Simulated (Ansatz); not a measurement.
## Molecular dynamics of BClH3N

Input:

```yaml
crystal:
  periodic: [false, false, false]
  atoms:
    - { symbol: B, position_ang: [-0.068345, 0.055313, -0.020241] }
    - { symbol: Cl, position_ang: [-0.019717, -0.437701, 1.694753] }
    - { symbol: H, position_ang: [0.944096, 0.429973, -0.543182] }
    - { symbol: "N", position_ang: [-1.274273, -0.002372, -0.72004] }
    - { symbol: H, position_ang: [-2.149892, -0.31556, -0.303873] }
    - { symbol: H, position_ang: [-1.346269, 0.270347, -1.697418] }
basis:
  gaussian: { orbitals: "6-31G*" }
hamiltonian:
  xc: pbe
md:
  timestep: 1.0
  n_steps: 300
  ensemble: nvt_langevin
  temperature: 100.0
  initial_velocities: maxwell_boltzmann
  seed: 346144
  friction: 0.02
```

Command:

```bash
$ ansatz run input.yaml --threads 1 --pin off --max-ram 2048MiB --backend cpu --events-out ev --progress --plain --runs-dir out
```

It starts from a relaxed structure.

Output, in part (one step line in 11, the closing report, with atoms numbered from 0):

```
md step     0: t =     0.00 fs  T =    83.3 K  F+E_penalty+E_count = -14731.34700774 eV  E_kin = 0.064630 eV  (24 SCF iters)
md step    11: t =    11.00 fs  T =    45.2 K  F+E_penalty+E_count = -14731.30650348 eV  E_kin = 0.035032 eV  (27 SCF iters)
md step    22: t =    22.00 fs  T =    43.1 K  F+E_penalty+E_count = -14731.32056169 eV  E_kin = 0.033435 eV  (28 SCF iters)
md step    33: t =    33.00 fs  T =    78.9 K  F+E_penalty+E_count = -14731.32517319 eV  E_kin = 0.061213 eV  (27 SCF iters)
md step    44: t =    44.00 fs  T =    72.1 K  F+E_penalty+E_count = -14731.31154788 eV  E_kin = 0.055903 eV  (28 SCF iters)
md step    55: t =    55.00 fs  T =   101.1 K  F+E_penalty+E_count = -14731.30339185 eV  E_kin = 0.078432 eV  (28 SCF iters)
md step    66: t =    66.00 fs  T =    55.0 K  F+E_penalty+E_count = -14731.28113036 eV  E_kin = 0.042677 eV  (29 SCF iters)
md step    77: t =    77.00 fs  T =    99.1 K  F+E_penalty+E_count = -14731.28876898 eV  E_kin = 0.076890 eV  (29 SCF iters)
md step    88: t =    88.00 fs  T =    91.7 K  F+E_penalty+E_count = -14731.31957813 eV  E_kin = 0.071156 eV  (27 SCF iters)
md step    99: t =    99.00 fs  T =    86.4 K  F+E_penalty+E_count = -14731.32520673 eV  E_kin = 0.066979 eV  (28 SCF iters)
md step   110: t =   110.00 fs  T =   112.8 K  F+E_penalty+E_count = -14731.31836049 eV  E_kin = 0.087454 eV  (27 SCF iters)
md step   121: t =   121.00 fs  T =    89.0 K  F+E_penalty+E_count = -14731.31185800 eV  E_kin = 0.069029 eV  (28 SCF iters)
md step   132: t =   132.00 fs  T =    62.7 K  F+E_penalty+E_count = -14731.29183524 eV  E_kin = 0.048636 eV  (29 SCF iters)
md step   143: t =   143.00 fs  T =   111.1 K  F+E_penalty+E_count = -14731.30974945 eV  E_kin = 0.086195 eV  (27 SCF iters)
md step   154: t =   154.00 fs  T =   102.0 K  F+E_penalty+E_count = -14731.28719519 eV  E_kin = 0.079140 eV  (28 SCF iters)
md step   165: t =   165.00 fs  T =    91.4 K  F+E_penalty+E_count = -14731.26825919 eV  E_kin = 0.070864 eV  (29 SCF iters)
md step   176: t =   176.00 fs  T =   194.0 K  F+E_penalty+E_count = -14731.31012061 eV  E_kin = 0.150459 eV  (28 SCF iters)
md step   187: t =   187.00 fs  T =   198.2 K  F+E_penalty+E_count = -14731.28799804 eV  E_kin = 0.153709 eV  (28 SCF iters)
md step   198: t =   198.00 fs  T =   159.5 K  F+E_penalty+E_count = -14731.28594132 eV  E_kin = 0.123713 eV  (27 SCF iters)
md step   209: t =   209.00 fs  T =   159.5 K  F+E_penalty+E_count = -14731.28497908 eV  E_kin = 0.123675 eV  (27 SCF iters)
md step   220: t =   220.00 fs  T =   144.4 K  F+E_penalty+E_count = -14731.27666133 eV  E_kin = 0.112006 eV  (27 SCF iters)
md step   231: t =   231.00 fs  T =   131.6 K  F+E_penalty+E_count = -14731.30599672 eV  E_kin = 0.102032 eV  (28 SCF iters)
md step   242: t =   242.00 fs  T =    61.3 K  F+E_penalty+E_count = -14731.29346085 eV  E_kin = 0.047521 eV  (28 SCF iters)
md step   253: t =   253.00 fs  T =    82.7 K  F+E_penalty+E_count = -14731.29213633 eV  E_kin = 0.064173 eV  (27 SCF iters)
md step   264: t =   264.00 fs  T =    86.2 K  F+E_penalty+E_count = -14731.29364560 eV  E_kin = 0.066844 eV  (29 SCF iters)
md step   275: t =   275.00 fs  T =   106.6 K  F+E_penalty+E_count = -14731.29822812 eV  E_kin = 0.082647 eV  (28 SCF iters)
md step   286: t =   286.00 fs  T =   101.0 K  F+E_penalty+E_count = -14731.27356932 eV  E_kin = 0.078333 eV  (27 SCF iters)
md step   297: t =   297.00 fs  T =   163.3 K  F+E_penalty+E_count = -14731.31777860 eV  E_kin = 0.126679 eV  (28 SCF iters)
md step   300: t =   300.00 fs  T =   125.4 K  F+E_penalty+E_count = -14731.31192689 eV  E_kin = 0.097252 eV  (25 SCF iters)
Total energy: -14731.31195004 eV, -541.3657289221 hartree
Atom 0 at    -0.455999     0.386124    -0.323668 Å, force     0.458668     0.080029    -0.182493 eV/Å
Atom 1 at    -0.183243    -0.278769     1.309909 Å, force    -0.083307    -0.008247    -0.085992 eV/Å
Atom 2 at     0.427353     0.995875    -0.875458 Å, force    -0.018675     0.004422     0.217147 eV/Å
Atom 3 at    -1.642836     0.177580    -1.018397 Å, force     0.208875     0.744267    -0.705449 eV/Å
Atom 4 at    -2.441327    -0.296098    -0.634726 Å, force    -0.585218    -0.283169     0.163907 eV/Å
Atom 5 at    -1.805576     0.689048    -1.904470 Å, force     0.019656    -0.537302     0.592879 eV/Å
Dipole moment:    -0.451686     0.081992    -0.435671 e Å
```

The run went to its last step. The mean temperature of the second half is 27 % above the set value. A run of 0.3 ps of so small a system gives no equilibrium averages.

The same pairs are bonded in the first frame and the last. Pairs count as bonded within 1.25 times the sum of covalent radii (0.12 Å more for H–H).

Last frame:

```xyz
6
Properties=species:S:1:pos:R:3
B -0.456 0.386 -0.324
Cl -0.183 -0.279 1.310
H 0.427 0.996 -0.875
N -1.643 0.178 -1.018
H -2.441 -0.296 -0.635
H -1.806 0.689 -1.905
```

Time of the run: 5.2 min on 1 thread of Intel(R) Xeon(R) Platinum 8488C (Sapphire Rapids) (shared host), peak memory 0.11 GiB.
